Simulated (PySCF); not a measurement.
# Static response to an electric field

Compound: C5H7Cl.
SMILES with atom numbers: `[CH2:1]=[CH:2][C:3](=[CH2:4])[CH2:5][Cl:6]` (hydrogens: H7, H8 on C1; H9 on C2; H10, H11 on C4; H12, H13 on C5)

Structure used (GFN2-xTB), in Å, numbered top down from 1:
```
atom  x, y, z in Å
C1     1.977    0.047    0.469
C2     0.915   -0.726    0.276
C3    -0.461   -0.272    0.122
C4    -1.459   -1.148   -0.010
C5    -0.744    1.197    0.133
Cl6   -0.582    1.843    1.804
H7     1.916    1.119    0.542
H8     2.961   -0.377    0.579
H9     1.040   -1.800    0.228
H10   -2.483   -0.836   -0.116
H11   -1.279   -2.210   -0.015
H12   -1.765    1.407   -0.180
H13   -0.040    1.755   -0.484
```

Level: wB97X-D/def2-SVPD (PySCF), static field, nuclei fixed, core orbitals frozen in the response. The polarisability tensor in these axes (au):

```
x   91.64 11.34  5.06
y   11.34 78.62  9.37
z    5.06  9.37 61.33
```

Problem. Diagonalise the tensor; give its mean and Δα, where Δα² is half the sum of the squared differences of the eigenvalues.

Solution. Principal values 57.23, 73.99 and 100.37 au; mean 77.20 au = 11.44 Å³ = 12.73 × 10⁻⁴⁰ C²·m²/J; Δα = 37.67 au (49 % of the mean).

Problem. What is the dipole moment, and where does it point?

Solution. (-0.11, -0.96, -1.68) D, 1.93 D in size, pointing from the negative to the positive side. Measured along this direction, the outermost atoms are Cl6 at the negative end and H11 at the positive end.

Problem. Molar refractivity from α?

Solution. Lorentz–Lorenz: R = (4π/3)N_A α = 2.5225 cm³/(mol·Å³) × 11.44 Å³ = 28.9 cm³/mol, in the limit of long wavelengths.

Problem. In TDDFT the mean static polarisability is Σ f/ω² over all singlet excitations (ω in hartree). How much of it do the 8 lowest give? Their energies (eV) and oscillator strengths: 5.80, 0.4913; 6.46, 0.0300; 6.63, 0.0512; 6.78, 0.0194; 7.19, 0.0054; 7.37, 0.0085; 7.55, 0.0308; 7.66, 0.0168.

Solution. They add up to 13.32 au, 17.3 % of the 77.20 au; the largest single term is 10.81 au, from the state at 5.80 eV. Terms in order: 10.81, 0.53, 0.86, 0.31, 0.08, 0.12, 0.40, 0.21 au. Higher excitations give the rest. The strengths listed sum to 0.653.

Problem. Along which axes do the principal values lie, and how far do the nuclei extend along each?

Solution. Largest value along (0.82, 0.53, 0.23), where the nuclei span 4.86 Å; middle along (-0.58, 0.75, 0.33), 4.18 Å; least along (0.00, -0.40, 0.92), 2.07 Å. The response follows the extents in order.

One conformer (not necessarily the lowest) at the GFN2-xTB geometry, without solvent, vibrations or thermal averaging.

These values come from a run that also computed excited states. Hardware: x86-64 server, one thread, shared host. Cost: 16 s wall.
